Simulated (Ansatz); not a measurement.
A geometry relaxed with Ansatz (a program for electronic structure) with PBE0-D3(BJ)/def2-TZVP, charge 0, multiplicity 1:

```xyz
13

C      0.8779     1.0595    -0.0271
C      0.4485    -1.2540     0.3467
H      1.9482     0.8510    -0.0943
C     -1.2928     0.1687    -0.4407
H      0.6553     1.9074    -0.6789
H      0.6539     1.3613     1.0136
N      0.1247    -0.0956    -0.4484
H     -1.6797     0.4036     0.5690
H     -1.5173     1.0160    -1.0927
H      1.5184    -1.4644     0.2799
H     -1.8361    -0.7018    -0.8153
H      0.1922    -1.1259     1.4155
H     -0.0933    -2.1258    -0.0273
```

Task: Write the SMILES of this molecule.

Result: `CN(C)C`
